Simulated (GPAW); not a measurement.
# CHF (SMILES [CH]F), step by step, part 2 of 2

GPAW 26.7.0.

### 3 Vibrational wavenumbers at vdW-DF2/real-space grid (scalar-relativistic datasets, shape nonlinear) (run 2)

File relaxed.xyz:

```xyz
3
Lattice="9.871539765537218 0.0 0.0 0.0 8.912766419591177 0.0 0.0 0.0 8.0" Properties=species:S:1:pos:R:3:magmoms:R:1:forces:R:3 free_energy=-36.80179820196208 energy=-36.80179820196208 dipole="-0.020085096350119607 0.3060364948001507 1.6125586295292791e-06" magmom=0.0 pbc="F F F"
C        4.49743083       3.88592365       4.00000000       0.00000000      -0.00930566      -0.00129925       0.00000000
F        5.82155022       4.09323438       4.00000000       0.00000000      -0.01226419       0.00646518       0.00000000
H        4.10743124       4.93723948       4.00000000       0.00000000      -0.01508011      -0.00026229       0.00000000
```

File CHF_vib.py:

```python
from ase.io import read
from ase.thermochemistry import IdealGasThermo
from ase.vibrations import Infrared
from gpaw import GPAW

# Set up the molecule
atoms = read('relaxed.xyz')

# DFT calculator
gpaw_calc = GPAW(mode='fd',
                 h=0.16,
                 xc={'name': 'vdW-DF2', 'backend': 'libvdwxc'},
                 convergence={'density': 1e-05},
                 maxiter=150,
                 symmetry='off',
                 txt='CHF.txt')
atoms.calc = gpaw_calc

energy = atoms.get_potential_energy()
vib = Infrared(atoms, delta=0.015)
vib.run()
vib.summary()
freqs = vib.get_frequencies()
zpe = vib.get_zero_point_energy()
intensities = vib.intensities

thermo = IdealGasThermo(vib_energies=vib.get_energies(), potentialenergy=energy, atoms=atoms, geometry='nonlinear',
                        symmetrynumber=1, spin=0.0, ignore_imag_modes=True)
H = thermo.get_enthalpy(200.0, verbose=False)
S = thermo.get_entropy(200.0, 1000.0, verbose=False)
G = thermo.get_gibbs_energy(temperature=200.0, pressure=1000.0)
```

Launch:

```
$ OMP_NUM_THREADS=1 python CHF_vib.py
```

What it wrote:

```text
-------------------------------------
 Mode    Frequency        Intensity
  #    meV     cm^-1   (D/Å)^2 amu^-1
-------------------------------------
  0   13.6i    110.0i     0.2050
  1   13.2     106.8      0.0029
  2   15.8     127.1      0.0771
  3   20.6     166.5      0.0565
  4   29.7     239.2      1.7720
  5   32.6     263.3      0.0342
  6  134.0    1080.8      3.7680
  7  178.9    1442.6      0.5474
  8  338.5    2730.1      4.2009
-------------------------------------
Zero-point energy: 0.382 eV
Static dipole moment: 1.473 D
Maximum force on atom in `equilibrium`: 0.0151 eV/Å

Enthalpy components at T = 200.00 K:
===============================
Enthalpy components at T = 200.00 K:
===============================
E_pot                -36.802 eV
E_ZPE                  0.326 eV
Cv_trans (0->T)        0.026 eV
Cv_rot (0->T)          0.026 eV
Cv_vib (0->T)          0.000 eV
-------------------------------
U                    -36.424 eV
===============================
(C_v -> C_p)           0.017 eV
-------------------------------
H                    -36.407 eV
===============================

Entropy components at T = 200.00 K and P = 1000.0 Pa:
=================================================
{"":15s}{"S":13s}     {"T*S:13s}
S_trans (1 bar)    0.0014902 eV/K        0.298 eV
S_rot              0.0006876 eV/K        0.138 eV
S_elec             0.0000000 eV/K        0.000 eV
S_vib              0.0000003 eV/K        0.000 eV
S (1 bar -> P)     0.0003968 eV/K        0.079 eV
-------------------------------------------------
S                  0.0025750 eV/K        0.515 eV
=================================================

Free energy components at T = 200.00 K and P = 1000.0 Pa:
=======================
    H        -36.407 eV
 -T*S         -0.515 eV
-----------------------
    G        -36.922 eV
=======================
```

CHF.txt (excerpt; [...] marks lines left out):

```text
[...]
Number of symmetries: 1
[...]
  Number of IBZ points: 1
[...]
Spin-components: 1 (collinear spins)
Bands:           9
[...]
  Valence electrons: 12.0
[...]
  Grid points: [60 56 52]
  Charge: 0.0  # |e|
[...]
    cutoffs:
[...]
occupation numbers:
  # Zero width
[...]
xc functional:
  name: vdW-DF2 with libvdwxc
[...]
|iter     |     time |      energy | eigst |  dens |
[...]
|iter:   1| 00:00:03 |  -37.643929 | +1.18 |       |
[...]
Converged in 14 steps
[...]
dipole moment: (-0.020087, 0.306035, -0.000000)  # |e|*Ang
Fermi level: -5.553
[...]
Converged in 12 steps
[...]
|iter:  10| 00:07:41 |  -36.801769c| -7.69c| -5.71c|
Converged in 10 steps
[...]
Energy contributions relative to reference atoms: (reference = -3754.199063)
Energy contributions:
  Kinetic:          22.317561
  Coulomb:         -22.842937
  Zero:              0.143943
  External:          0.000000
  Xc:              -36.420336
  Entropy:           0.000000
  Spinorbit:         0.000000
  ----------------------------
  Free energy:     -36.801769
  Extrapolated:    -36.801769
dipole moment: (-0.020066, 0.305966, 0.004186)  # |e|*Ang
Fermi level: -5.553
Eigenvalues  # (at kpt = [0.000, 0.000, 0.000])
| band index |      eig [eV] | occ [0-2] |
|------------|---------------|-----------|
|          0 |       -32.251 |     2.000 |
|          1 |       -17.314 |     2.000 |
|          2 |       -13.515 |     2.000 |
|          3 |       -12.646 |     2.000 |
|          4 |       -11.633 |     2.000 |
|          5 |        -6.483 |     2.000 |
|          6 |        -4.622 |     0.000 |
|          7 |        -0.465 |     0.000 |
|          8 |         0.194 |     0.000 |
Gap: 1.861 eV
Transition (v -> c):
[...]
Forces  # eV/Ang
|        x |        y |        z |
|----------|----------|----------|
| -0.00997 |  0.00127 |  0.00019 |  # C    0
| -0.01240 |  0.00643 | -0.00021 |  # F    1
| -0.01584 | -0.00312 | -0.00319 |  # H    2
Force computation time: 0.029  # s
timing:  # [seconds]
  Total:  461.197  # ━━━━━━━━━━━━━━━━━━━━━━━━━━━━━━━━━━━━━━━━━━━━━━━━━━━━━━━━
  Init:     2.778  # ╸
  SCF:    423.546  # ━━━━━━━━━━━━━━━━━━━━━━━━━━━━━━━━━━━━━━━━━━━━━━━━━━━╸
  Forces:   0.548  #
  Move:    34.219  # ━━━━
```

It took 7.7 min on 1 thread of Arm Neoverse V1, shared host; peak memory 0.76 GiB.

### 4 Results

What follows sums up all 2 parts.

```
                                                                                          quantity             value
            run 1, vdW-DF2/real-space grid: energy as printed (from the program's reference atoms)       -36.8018 eV
                                                     run 1, vdW-DF2/real-space grid: dipole moment            1.47 D
                                                       run 1, vdW-DF2/real-space grid: HOMO energy          -6.48 eV
                                                       run 1, vdW-DF2/real-space grid: LUMO energy          -4.62 eV
                                                     run 1, vdW-DF2/real-space grid: HOMO–LUMO gap           1.86 eV
                                        run 2, vdW-DF2/real-space grid: lowest harmonic wavenumber         1081 cm⁻¹
                                       run 2, vdW-DF2/real-space grid: highest harmonic wavenumber         2730 cm⁻¹
                                                 run 2, vdW-DF2/real-space grid: zero-point energy       31.4 kJ/mol
run 2, vdW-DF2/real-space grid: ideal-gas entropy at 200 K and 1000 Pa (symmetry number 1 as used)  59.4 cal/(mol K)
```

In words: The optimisation (run 1, vdW-DF2/real-space grid) took 6 steps and changed the energy by -0.445 eV. All 3 modes (run 2, vdW-DF2/real-space grid) are real, so the shape is a minimum at this level.
